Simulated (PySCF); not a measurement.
formaldehyde (CH₂O), SMILES C=O.

The structure is a stationary point at PBE0-D3(BJ)/def2-TZVPD.

Two levels are set side by side: PBE/def2-TZVPD (PySCF) and r2SCAN/def2-TZVPD (PySCF). Same geometry, gas phase. Differences are taken from unrounded values.

| quantity | r2SCAN | PBE | PBE minus r2SCAN |
|---|---|---|---|
| orbital gap (eV) | 4.24 | 3.64 | -0.60 |
| highest occupied level (eV) | -6.54 | -6.24 | 0.30 |
| lowest empty level (eV) | -2.30 | -2.60 | -0.30 |
| dipole moment (D) | 2.28 | 2.19 | -0.09 |
| mean polarisability (bohr³) | 18.0 | 18.6 | 0.7 |

Rough cost on one machine, each run with all the roots and properties that it gave: r2SCAN against PBE about 4 times.
